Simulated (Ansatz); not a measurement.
C4H4F2 can be A, `C=CC=C(F)F`, or B, `C=C(F)C(=C)F`.

Program: Ansatz. Geometries: PBE0-D4/def2-TZVP. ΔE: electronic, gas phase. CCSD(T)/CBS adds triple-zeta CCSD(T) − MP2 to the extrapolated MP2 energy (def2 sets, frozen cores). DFT in def2-TZVPP. B3LYP here is the variant with VWN-RPA as its local correlation; programs differ in this. Each species was taken in one conformer, which may not be the lowest.

Which is lower in electronic energy at CCSD(T)/CBS, and by how much? (Estimate.)

The calculation gave: A, by 4.4 kJ/mol.

Give E(B) − E(A) in kJ/mol with B2PLYP, MP2/def2-TZVPP, B3LYP, PBE-D4, LDA (SPW92), CCSD(T)/def2-TZVPP, CCSD/def2-TZVPP. (Best estimate.)

Computed: B2PLYP 6.2, MP2/def2-TZVPP 8.8, B3LYP 5.9, PBE-D4 8.8, LDA (SPW92) 8.5, CCSD(T)/def2-TZVPP 5.7, CCSD/def2-TZVPP 5.6. None reverses the order clearly.

Does the order hold for the free energy at 298.15 K (harmonic terms from PBE0-D4)? (An estimate is asked.)

Ansatz gave: Yes: G(B) − G(A) = +5.2 kJ/mol, for one conformer each.

Largest T1 diagnostic: 0.012.

At CCSD(T), def2-SVP lies +5.6 kJ/mol from the extrapolated value and def2-TZVPP +1.3 kJ/mol. Leaving LDA and LC-ωPBE aside and taking each functional with its dispersion term where it has one, the values, not all of them listed here, spread over 5.8 kJ/mol, from CAM-B3LYP-D4 to PBE-QIDH.
